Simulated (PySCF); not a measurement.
## How well do the runs reproduce experiment for F2O2S?

**What was measured.**

NIST CCCBDB Release 22 (SRD 101), experimental dipoles lists, for the gas: dipole moment (microwave Stark effect) 1.12 D.

The runs below try to reproduce these values; the comparison stands at the end.

Compound: F2O2S.
SMILES with atom numbers: `[O:1]=[S:2](=[O:3])([F:4])[F:5]`

Geometry (PBE0-D3(BJ)/def2-SVP, Å), atoms numbered from 1 in this order:
```
atom  x, y, z in Å
O1     0.8435   -0.5854   -1.1075
S2     0.1621   -0.0410    0.0179
O3     0.7258    0.1790    1.3071
F4    -1.1813   -0.8432    0.2017
F5    -0.5437    1.2920   -0.4374
```

Runs made with PySCF (gas phase, on this PBE0-D3(BJ)/def2-SVP geometry; no spin–orbit coupling):

| level | job | basis functions | wall time |
| --- | --- | --- | --- |
| PBE0-D3(BJ)/def2-SVP, grid level 1 | geometry optimisation from a GFN2-xTB start | 74 | 13 s |
| B97-2/pcSseg-2 | shieldings | 187 | 9.6 s |
| BHandHLYP/pcSseg-2 | shieldings | 187 | 9.0 s |
| CAM-B3LYP/pcSseg-2 | shieldings | 187 | 17 s |
| PBE0/6-311+G(2d,p) | shieldings, charges and field gradients | 143 | 9.4 s |
| PBE0/6-31G | shieldings, charges and field gradients | 49 | 2.5 s |
| PBE0/6-31G* | shieldings, charges and field gradients | 74 | 4.7 s |
| PBE0/STO-3G | shieldings, charges and field gradients | 29 | 1.8 s |
| PBE0/def2-SVP | shieldings, charges and field gradients | 74 | 3.3 s |
| PBE0/def2-TZVP | shieldings, charges and field gradients | 161 | 9.7 s |
| WP04/pcSseg-2 | shieldings | 187 | 12 s |
| wB97X-D/pcSseg-2 | shieldings | 187 | 17 s |

Hardware: one thread, Intel Xeon 6975P-C (x86_64), shared host.

All basis functions are spherical.

Results beside the measurements:

**Dipole moment.** Measured: 1.12 D (NIST CCCBDB Release 22 (SRD 101), experimental dipoles).

```tsv
level	computed (D)	computed − measured (D)	% (from the printed values)
PBE0-D3(BJ)/def2-SVP	0.78	-0.34	-30
B97-2/pcSseg-2	0.85	-0.27	-24
BHandHLYP/pcSseg-2	0.90	-0.22	-20
CAM-B3LYP/pcSseg-2	0.88	-0.24	-21
PBE0/6-311+G(2d,p)	0.78	-0.34	-30
PBE0/6-31G	0.49	-0.63	-56
PBE0/6-31G*	0.93	-0.19	-17
PBE0/STO-3G	0.99	-0.13	-12
PBE0/def2-SVP	0.78	-0.34	-30
PBE0/def2-TZVP	0.88	-0.24	-21
WP04/pcSseg-2	0.75	-0.37	-33
wB97X-D/pcSseg-2	0.89	-0.23	-21
```

12 of the 13 levels run are shown, the closest and the furthest among them. Closest is PBE0/STO-3G (-0.13 D), furthest PBE0/6-31G (-0.63 D); one molecule doesn't rank methods. All 13 levels lie below the measurement. The computed dipoles belong to one fixed geometry; measured ones are averaged over vibrations unless marked μe. Magnitudes are compared, not signs.

The geometry is computed, not the measured one. Where a level misses, the cause wasn't examined.
